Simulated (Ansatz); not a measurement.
# CH2BS: the cost of one run

Method: UKS PBE-D4/def2-SVP, in Ansatz 0.2.0.

### 1 Starting point

Bond lengths: B1–C2 1.440 Å, C2–S3 1.558 Å, B1–H4 1.169 Å, B1–H5 1.169 Å. Angles: B1–C2–S3 180.0°, C2–B1–H4 119.3°, C2–B1–H5 119.3°, H4–B1–H5 121.4°.

Structure file:

```xyz
5

B    -0.4139    0.3893   -0.3333
C     0.4910   -0.4617    0.3949
S     1.4704   -1.3818    1.1826
H    -1.3194   -0.0891   -0.8969
H    -0.2280    1.5433   -0.3474
```

### 2 End point A

Contents of input.yaml:

```yaml
crystal:
  periodic: [false, false, false]
  atoms:
    - { symbol: B, position_ang: [-0.41393, 0.38929, -0.33327] }
    - { symbol: C, position_ang: [0.49097, -0.46169, 0.39491] }
    - { symbol: S, position_ang: [1.47044, -1.38177, 1.18258] }
    - { symbol: H, position_ang: [-1.31944, -0.08912, -0.89685] }
    - { symbol: H, position_ang: [-0.22804, 1.5433, -0.34737] }
magnetization:
  spin_polarized: true
  initial_magnetization: 1
basis:
  gaussian: { orbitals: def2-SVP }
hamiltonian:
  xc: pbe
  dispersion: d4
relax:
  f_tol: 0.02
  max_steps: 50
output:
  orbitals: {}
```

Command:

```console
ansatz run input.yaml --threads 1 --pin off --max-ram 2048MiB --backend cpu --events-out ev --progress --plain --runs-dir out
```

Q: Estimate wall time and peak memory on 1 thread of an Arm CPU, shared host.

About 6.7 s, with a peak of 0.13 GiB.
